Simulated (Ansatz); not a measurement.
A nudged elastic band was laid between two geometries of AlH$_{5}$OSi (8 atoms, charge 0, multiplicity 1).

Theory: Ansatz, RKS PBE0-D4/def2-SVP.

```yaml
movable_images: 7
climbing_image: yes
spring: 5.0 eV/Å²
optimiser: quadratic models (default)
start_path: through a guess of the saddle point
force_threshold: 0.05 eV/Å
iteration_limit: 60
end_points: relaxed
```

Image 0:

```xyz
8
Properties=species:S:1:pos:R:3
Al 0.135 0.146 0.429
H -0.057 0.600 1.933
O 1.530 -0.740 0.035
Si 2.895 -1.592 -0.314
H 2.538 -2.933 -0.871
H 3.717 -0.857 -1.323
H 3.721 -1.793 0.916
H -0.893 0.467 -0.731
```

Image 8:

```xyz
8
Properties=species:S:1:pos:R:3
Al -0.320 0.260 -0.191
H 1.449 -0.289 1.831
O 1.196 -0.351 0.901
Si 2.262 -1.211 -0.230
H 1.832 -2.562 -0.697
H 3.070 -0.392 -1.180
H 3.271 -1.543 0.864
H 0.827 -0.614 -1.222
```

Problem. What changes between the two ends?

Solution. Bonds broken: Al1–H2. Bonds formed: H2–O3.

Problem. Give the energies along the band, and the barrier.

Solution. The forces met the threshold. The highest image is number 3 of 0 to 8, 305.5 kJ/mol above the first end and 110.6 kJ/mol above the last; the last end lies 194.8 kJ/mol above the first. Neighbouring images differ by up to 2.5 eV, so the band resolves the path poorly. A vibrational analysis at the climbing image gives one clearly imaginary mode, 1491i cm⁻¹: a first-order saddle point. The orbitals stay closed-shell, which can raise the energy where a bond breaks towards radicals; this wasn't checked here.

```
image  path coordinate (Å)  energy (kJ/mol)  Al1–H2 (Å)  H2–O3 (Å)
    0                 0.00              0.0        1.58       2.81
    1                 0.91              0.1        1.58       2.81
    2                 1.83             68.4        1.56       2.24
    3                 2.74            305.5        1.72       1.29
    4                 3.47            228.7        2.36       0.97
    5                 4.19            218.6        2.57       0.97
    6                 4.91            215.1        2.64       0.97
    7                 5.64            206.2        2.71       0.96
    8                 6.36            194.8        2.74       0.97
```

Problem. What is the geometry of the highest image?

Solution. 
```xyz
8
Properties=species:S:1:pos:R:3
Al -0.224 0.331 0.362
H 0.664 -0.698 1.419
O 1.325 -0.735 0.317
Si 2.761 -1.501 -0.141
H 2.546 -2.975 -0.207
H 3.172 -0.987 -1.481
H 3.817 -1.200 0.866
H -0.474 1.063 -1.061
```

Run time: 10 min on 1 thread of Arm Neoverse V1, on a shared host, peak memory 0.15 GiB.
